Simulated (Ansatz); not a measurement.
`CNCCN` + H–F → `NCF` + dimethylamine  (substitution at a C–C bond)

Calculated with Ansatz (gas phase, PBE0-D4/def2-TZVP geometries, no zero-point term in ΔE). CCSD(T)/CBS adds triple-zeta CCSD(T) − MP2 to the extrapolated MP2 energy (def2 sets, frozen cores). This one scheme is used for every species. Functionals use def2-TZVPP. One conformer a species, not always the lowest.

```csv
level,ΔE (kJ/mol)
r2SCAN-D4,6.0
r2SCANh-D4,8.2
r2SCAN0-D4,11.2
PBE-QIDH,18.1
BLYP,-11.9
LC-ωPBE,7.0
MP2/def2-SVP,17.6
SCS-MP2/def2-TZVPP,18.9
```

**Question.** What does CCSD(T)/CBS give? (Best estimate.)

**Answer.** Computed: +23.7 kJ/mol. The listed levels differ from it by -17.7, -15.5, -12.5, -5.6, -35.6, -16.7, -6.1, -4.8 kJ/mol.

Largest T1 diagnostic among the species: 0.011.

At CCSD(T), def2-SVP lies −12.3 kJ/mol from the extrapolated value and def2-TZVPP −3.5 kJ/mol. Leaving LDA and LC-ωPBE aside and taking each functional with its dispersion term where it has one, the values, not all of them listed here, spread over 16.7 kJ/mol, from BLYP-D4 to PBE-QIDH. LDA lies +11.6 kJ/mol from PBE without D4. In def2-TZVPP, CCSD(T) changes the Hartree–Fock value by +26.9 kJ/mol (the triples alone add +2.3 kJ/mol) and MP2 by +34.4 kJ/mol.
